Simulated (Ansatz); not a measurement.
bcc Ba: PBE at its full settings (plane-wave cutoff 520 eV, 16×16×16 k mesh, Fermi–Dirac smearing 0.05 eV, scalar-relativistic PAW data made under PBE) and at cheaper ones, in a cell of 1 atom with Γ-centred meshes.

```
level and setting                              lattice parameter a (Å)  bulk modulus B0 (GPa)
---------------------------------------------  -----------------------  ---------------------
PBE (Ansatz)                                                     5.021                   8.70
PBE (300 eV cutoff) (Ansatz)                                     5.023                   8.60
PBE (Γ point alone) (Ansatz)                                     5.289                   23.4
PBE (4×4×4 k mesh) (Ansatz)                                      5.061                   9.18
PBE (6×6×6 k mesh) (Ansatz)                                      5.037                   8.67
PBE (Fermi-Dirac smearing of 0.3 eV) (Ansatz)                    5.086                   7.82
```

Largest shifts from the full settings: lattice constant a +5.34 % (PBE (Γ point alone)), against a difference of +0.52 % of the full result from the reference 4.995 Å (measured, low-temperature or extrapolated to 0 K; zero-point anharmonic expansion removed, our sources range from 4.995 to 5.004; as tabulated in Csonka et al. (2009), arXiv:0903.4037); bulk modulus +169 % (PBE (Γ point alone)), against a difference of -6.9 % of the full result from the reference 9.34 GPa (measured, corrected for temperature and zero-point phonon effects, our sources range from 9.34 to 10.6; as tabulated in Levämäki et al. (2014), arXiv:1402.3671).

The full settings aren't shown to be converged themselves.

Ansatz's density-functional and Hartree–Fock values are scalar-relativistic unless marked +SOC, with PAW data made under PBE.

Run with cheap settings on purpose, which may leave them unconverged: PBE (300 eV cutoff), PBE (4×4×4 k mesh), PBE (6×6×6 k mesh), PBE (Fermi-Dirac smearing of 0.3 eV), PBE (Γ point alone).

Ansatz is an electronic-structure program.
